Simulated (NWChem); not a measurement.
System: chloromethane (CH3Cl); SMILES CCl

Excerpt of the output:

```
             Northwest Computational Chemistry Package (NWChem) 7.3.0
             --------------------------------------------------------

                             Geometry "geometry" -> ""
                             -------------------------

 Output coordinates in angstroms (scale by  1.889725989 to convert to a.u.)

  No.       Tag          Charge          X              Y              Z
 ---- ---------------- ---------- -------------- -------------- --------------
    1 C                    6.0000     0.00000000     0.00000000    -1.11090600
    2 Cl                  17.0000     0.00000000     0.00000000     0.66441700
    3 H                    1.0000     0.73298100     0.73298100    -1.47012500
    4 H                    1.0000     0.26829000    -1.00127000    -1.47012500
    5 H                    1.0000    -1.00127000     0.26829000    -1.47012500

 Effective nuclear repulsion energy (a.u.)      51.3434382480

  xc_inp: hfexch multiplicative factor not found.
                              NWChem Property Module
                              ----------------------

  itol2e modified to match energy
  convergence criterion.

                                 NWChem DFT Module
                                 -----------------

 Summary of "ao basis" -> "ao basis" (spherical)
 ------------------------------------------------------------------------------
       Tag                 Description            Shells   Functions and Types
 ---------------- ------------------------------  ------  ---------------------
 C                         def2-tzvp                11       31   5s3p2d1f
 Cl                        def2-tzvp                13       37   5s5p2d1f
 H                         def2-tzvp                 4        6   3s1p

  itol2e modified to match energy
  convergence criterion.

            General Information
            -------------------
          SCF calculation type: DFT
          Wavefunction type:  closed shell.
          No. of atoms     :     5
          No. of electrons :    26
           Alpha electrons :    13
            Beta electrons :    13
          Charge           :     0
          Spin multiplicity:     1
          Use of symmetry is: off; symmetry adaption is: off
          Maximum number of iterations: 150
          AO basis - number of functions:    86
                     number of shells:    36
          Convergence on energy requested:  1.00D-07
          Convergence on density requested:  1.00D-05
          Convergence on gradient requested:  5.00D-04

              XC Information
              --------------
                     Hartree-Fock (Exact) Exchange  1.000

      Superposition of Atomic Density Guess
      -------------------------------------

 Sum of atomic energies:        -498.64844441

      Non-variational initial energy
      ------------------------------

 Total energy =    -499.364300
 1-e energy   =    -788.543925
 2-e energy   =     237.836187
 HOMO         =      -0.383356
 LUMO         =       0.051307

   convergence    iter        energy       DeltaE   RMS-Dens  Diis-err
 ---------------- ----- ----------------- --------- --------- ---------
 d= 0,ls=0.0,diis     1   -499.1170270718 -5.50D+02  2.89D-03  1.28D-01
 d= 0,ls=0.0,diis     2   -499.1355500892 -1.85D-02  8.99D-04  2.77D-02
 d= 0,ls=0.0,diis     3   -499.1388061204 -3.26D-03  3.43D-04  1.74D-03
 d= 0,ls=0.0,diis     4   -499.1391877888 -3.82D-04  9.37D-05  5.85D-05
 d= 0,ls=0.0,diis     5   -499.1392087274 -2.09D-05  3.02D-05  5.06D-06
  Resetting Diis
 d= 0,ls=0.0,diis     6   -499.1392106102 -1.88D-06  8.80D-06  5.18D-07
 d= 0,ls=0.0,diis     7   -499.1392107824 -1.72D-07  2.09D-06  3.81D-08
 d= 0,ls=0.0,diis     8   -499.1392107933 -1.09D-08  1.11D-06  7.14D-09

         Total DFT energy =     -499.139210793304
      One electron energy =     -790.190591793559
           Coulomb energy =      273.511259246707
    Exchange-Corr. energy =      -33.803316494447
 Nuclear repulsion energy =       51.343438247994

 Numeric. integr. density =        0.000000000000

                       DFT Final Molecular Orbital Analysis
                       ------------------------------------

 Vector   11  Occ=2.000000D+00  E=-5.475855D-01
              MO Center=  7.5D-08,  7.5D-08,  3.3D-02, r^2= 1.9D+00
   Bfn.  Coefficient  Atom+Function         Bfn.  Coefficient  Atom+Function
  ----- ------------  ---------------      ----- ------------  ---------------
    48      0.414584  2 Cl pz                 8     -0.238359  1 C  pz
    11     -0.233844  1 C  pz                51      0.223118  2 Cl pz
    45      0.194076  2 Cl pz                39     -0.157425  2 Cl pz
    36      0.137593  2 Cl s                 35      0.135139  2 Cl s
     5      0.120555  1 C  s                 34     -0.090814  2 Cl s

 Vector   12  Occ=2.000000D+00  E=-4.340690D-01
              MO Center= -2.7D-02, -2.7D-02,  4.0D-01, r^2= 1.7D+00
   Bfn.  Coefficient  Atom+Function         Bfn.  Coefficient  Atom+Function
  ----- ------------  ---------------      ----- ------------  ---------------
    46      0.365924  2 Cl px                47     -0.365924  2 Cl py
    49      0.260800  2 Cl px                50     -0.260800  2 Cl py
    43      0.173179  2 Cl px                44     -0.173179  2 Cl py
    37     -0.134375  2 Cl px                38      0.134375  2 Cl py
    76     -0.109164  4 H  s                 82      0.109164  5 H  s

 Vector   13  Occ=2.000000D+00  E=-4.340690D-01
              MO Center=  2.7D-02,  2.7D-02,  4.0D-01, r^2= 1.7D+00
   Bfn.  Coefficient  Atom+Function         Bfn.  Coefficient  Atom+Function
  ----- ------------  ---------------      ----- ------------  ---------------
    46      0.365924  2 Cl px                47      0.365924  2 Cl py
    49      0.260800  2 Cl px                50      0.260800  2 Cl py
    43      0.173179  2 Cl px                44      0.173179  2 Cl py
    37     -0.134375  2 Cl px                38     -0.134375  2 Cl py
    70     -0.126052  3 H  s                  6     -0.081149  1 C  px

 Vector   14  Occ=0.000000D+00  E= 1.423971D-01
              MO Center=  7.8D-07,  7.8D-07, -1.5D+00, r^2= 5.6D+00
   Bfn.  Coefficient  Atom+Function         Bfn.  Coefficient  Atom+Function
  ----- ------------  ---------------      ----- ------------  ---------------
     5      4.158681  1 C  s                 71     -1.833899  3 H  s
    77     -1.833898  4 H  s                 83     -1.833898  5 H  s
    36     -0.573172  2 Cl s                 51      0.393029  2 Cl pz
    14     -0.288374  1 C  pz                70      0.244734  3 H  s
    76      0.244734  4 H  s                 82      0.244734  5 H  s

 Vector   15  Occ=0.000000D+00  E= 1.889084D-01
              MO Center=  2.8D-07,  2.8D-07, -4.4D-01, r^2= 4.8D+00
   Bfn.  Coefficient  Atom+Function         Bfn.  Coefficient  Atom+Function
  ----- ------------  ---------------      ----- ------------  ---------------
    14      1.642667  1 C  pz                36     -1.344990  2 Cl s
     5     -1.070558  1 C  s                 51      1.007107  2 Cl pz
    71      0.858028  3 H  s                 77      0.858026  4 H  s
    83      0.858026  5 H  s                  4      0.499892  1 C  s
    11      0.257083  1 C  pz                48      0.204171  2 Cl pz

 Vector   16  Occ=0.000000D+00  E= 2.112908D-01
              MO Center=  5.7D-01,  5.7D-01, -1.6D+00, r^2= 4.8D+00
   Bfn.  Coefficient  Atom+Function         Bfn.  Coefficient  Atom+Function
  ----- ------------  ---------------      ----- ------------  ---------------
    71      3.061621  3 H  s                 77     -1.530814  4 H  s
    83     -1.530812  5 H  s                 12     -1.311632  1 C  px
    13     -1.311633  1 C  py                70     -0.417812  3 H  s
    76      0.208907  4 H  s                 82      0.208906  5 H  s
    49      0.193041  2 Cl px                50      0.193041  2 Cl py

     Multipole analysis of the density
     ---------------------------------

     L   x y z        total         alpha         beta         nuclear
     -   - - -        -----         -----         ----         -------
     0   0 0 0     -0.000000    -13.000000    -13.000000     26.000000

     1   1 0 0      0.000000     -0.000001     -0.000001      0.000002
     1   0 1 0      0.000000     -0.000001     -0.000001      0.000002
     1   0 0 1     -0.818755     -0.616565     -0.616565      0.414375

     2   2 0 0    -14.830263    -10.293021    -10.293021      5.755778
     2   1 1 0     -0.000001      0.000000      0.000000     -0.000001
     2   1 0 1     -0.000000      0.000003      0.000003     -0.000005
     2   0 2 0    -14.830263    -10.293021    -10.293021      5.755778
     2   0 1 1     -0.000000      0.000003      0.000003     -0.000005
     2   0 0 2    -13.523489    -44.959856    -44.959856     76.396224

          -----------------------
          Electric field gradient
          -----------------------

 1 a.u. = 0.324123 10**(16) esu/cm**3  ( or statvolts/cm**2 ) = 0.97174 10**(22) v/m**2

 ------------------------------------------------------------
   Atom      X         Y         Z
 ------------------------------------------------------------
    1 C    0.00000   0.00000  -2.09931
 ------------------------------------------------------------

 Electric field gradient in molecular frame (a.u.)
         XX             YY             ZZ             XY             XZ             YZ
 ------------------------------------------------------------------------------------------
        0.232811       0.232811      -0.465622      -0.000000       0.000000       0.000000

 Principal components (a.u.) and orientation
 of principal axis w.r.t. absolute frame                      Asymmetry parameter eta
 --------------------------------------------------------------------------------------
       -0.465622       0.232811       0.232811                       0.000001

       -0.000000      -0.707107       0.707107
       -0.000000       0.707107       0.707107
        1.000000       0.000000       0.000000

 ------------------------------------------------------------
   Atom      X         Y         Z
 ------------------------------------------------------------
    2 Cl   0.00000   0.00000   1.25557
 ------------------------------------------------------------

 Electric field gradient in molecular frame (a.u.)
         XX             YY             ZZ             XY             XZ             YZ
 ------------------------------------------------------------------------------------------
        2.000723       2.000723      -4.001446       0.000000      -0.000000      -0.000000

 Principal components (a.u.) and orientation
 of principal axis w.r.t. absolute frame                      Asymmetry parameter eta
 --------------------------------------------------------------------------------------
       -4.001446       2.000723       2.000723                       0.000000

        0.000000       0.707107       0.707107
        0.000000       0.707107      -0.707107
        1.000000      -0.000000      -0.000000

 ------------------------------------------------------------
   Atom      X         Y         Z
 ------------------------------------------------------------
    3 H    1.38513   1.38513  -2.77813
 ------------------------------------------------------------

 Electric field gradient in molecular frame (a.u.)
         XX             YY             ZZ             XY             XZ             YZ
 ------------------------------------------------------------------------------------------
       -0.045385      -0.045385       0.090770      -0.198148       0.092791       0.092791

 Principal components (a.u.) and orientation
 of principal axis w.r.t. absolute frame                      Asymmetry parameter eta
 --------------------------------------------------------------------------------------
       -0.288890       0.152763       0.136127                       0.057585

        0.668312       0.707107       0.230996
        0.668312      -0.707107       0.230996
       -0.326678       0.000000       0.945136

 ------------------------------------------------------------
   Atom      X         Y         Z
 ------------------------------------------------------------
    4 H    0.50699  -1.89213  -2.77813
 ------------------------------------------------------------

 Electric field gradient in molecular frame (a.u.)
         XX             YY             ZZ             XY             XZ             YZ
 ------------------------------------------------------------------------------------------
        0.126217      -0.216987       0.090770       0.099074       0.033964      -0.126755

 Principal components (a.u.) and orientation
 of principal axis w.r.t. absolute frame                      Asymmetry parameter eta
 --------------------------------------------------------------------------------------
       -0.288891       0.152763       0.136128                       0.057585

       -0.244619       0.965926       0.084551
        0.912931       0.258820      -0.315547
        0.326678      -0.000000       0.945136

 ------------------------------------------------------------
   Atom      X         Y         Z
 ------------------------------------------------------------
    5 H   -1.89213   0.50699  -2.77813
 ------------------------------------------------------------

 Electric field gradient in molecular frame (a.u.)
         XX             YY             ZZ             XY             XZ             YZ
 ------------------------------------------------------------------------------------------
       -0.216987       0.126217       0.090770       0.099074      -0.126755       0.033964

 Principal components (a.u.) and orientation
 of principal axis w.r.t. absolute frame                      Asymmetry parameter eta
 --------------------------------------------------------------------------------------
       -0.288891       0.152763       0.136128                       0.057585

        0.912931       0.258820      -0.315547
       -0.244619       0.965926       0.084551
        0.326678      -0.000000       0.945136
```

Level: Hartree-Fock/def2-TZVP. Coordinates come from a PBE0/def2-SVP optimisation. NWChem prints the field gradient with the sign opposite to the second derivative of the potential.

Problem. Reconstruct the input file.

Solution. This is not unique; one that fits is the input that was run:
```
start job
memory heap 200 mb stack 900 mb global 1100 mb
geometry units angstroms noautosym nocenter noautoz
  C      0.000000     0.000000    -1.110906
  Cl     0.000000     0.000000     0.664417
  H      0.732981     0.732981    -1.470125
  H      0.268290    -1.001270    -1.470125
  H     -1.001270     0.268290    -1.470125
end
basis spherical
  C library def2-tzvp
  Cl library def2-tzvp
  H library def2-tzvp
end
dft
  xc hfexch
  iterations 150
end
property
  efieldgrad
end
task dft property
```
